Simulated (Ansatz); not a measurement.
# SiH4O (singlet): the correlation ladder at scale of all distances = 0.878, cc-pVDZ

The task here is to estimate one member of a computed series from the others.

Method: cc-pVDZ, core rule «outside noble gas», up to 6 orbitals frozen; program: Ansatz 0.2.0, Gaussian basis.

The runs, in order: UHF; CCSD(T) on RHF; BCCD(T) on RHF; CISD; CCSDT(Q) on RHF; CASSCF and MRCISD+Q, 2 electrons in 2 orbitals; CASSCF and NEVPT2, 2 electrons in 2 orbitals.

25 further runs of the same task are left out: 24 that didn't finish, 1 set aside as unsound or not needed.

## The system

The geometry derives from a PBE0/def2-TZVP stationary point (not a proven minimum). All distances are scaled together.

6 atoms, charge 0, spin multiplicity 1.

Atoms are counted from 1 here; the program's logs count them from 0.

Bond lengths: Si1–O2 1.447 Å, Si1–H3 1.307 Å, Si1–H4 1.300 Å, Si1–H5 1.307 Å, O2–H6 0.841 Å. Angles: O2–Si1–H3 111.7°, O2–Si1–H4 105.9°, O2–Si1–H5 111.7°, H3–Si1–H4 109.9°, H3–Si1–H5 107.9°, H4–Si1–H5 109.9°, Si1–O2–H6 117.8°.

Set-up of the first run:

The input, in.yaml:

```yaml
crystal:
  periodic: [false, false, false]
  atoms:
    - {symbol: Si, position_ang: [0.000000, -0.021789, 0.491686]}
    - {symbol: O, position_ang: [0.000000, 0.084830, -0.951257]}
    - {symbol: H, position_ang: [1.056729, -0.655211, 0.928716]}
    - {symbol: H, position_ang: [0.000000, 1.198571, 0.939423]}
    - {symbol: H, position_ang: [-1.056729, -0.655211, 0.928716]}
    - {symbol: H, position_ang: [0.000000, -0.627556, -1.397677]}
basis:
  gaussian: {orbitals: cc-pVDZ}
magnetization: {spin_polarized: true, initial_magnetization: 0}
hamiltonian: {xc: hf}
output: {orbitals: {seedname: orbitals}}
```

On the command line:

```sh
$ ansatz run in.yaml --threads 1 --pin off --events-out ev --progress --plain --max-ram 2393MiB
```

Among the steps run: UHF; CCSD(T) on RHF; BCCD(T) on RHF; CISD; CCSDT(Q) on RHF; CASSCF and MRCISD+Q, 2 electrons in 2 orbitals; CASSCF and NEVPT2, 2 electrons in 2 orbitals.

One table of the session follows, with a row left open; its other results are not shown here.

It belongs to the step «Misses and costs». 

```
       method  from RCCSDT(Q) (kcal/mol)
          RHF                    +202.15
         RMP2                     +21.40
         CISD                     +18.14
        RCCSD                          ?
     RCCSD(T)                      +0.57
      BCCD(T)                      +0.54
       RCCSDT                      +0.29
    RCCSDT(Q)                          0
  CASSCF pair                    +192.27
  NEVPT2 pair                     +22.15
  MRCISD pair                     +16.66
MRCISD+Q pair                      +1.74
```

Estimate the missing values for RCCSD.

As computed: from RCCSDT(Q) (kcal/mol): +3.71. In the column «from RCCSDT(Q) (kcal/mol)» it lies between MRCISD+Q pair (+1.74) and MRCISD pair (+16.66).
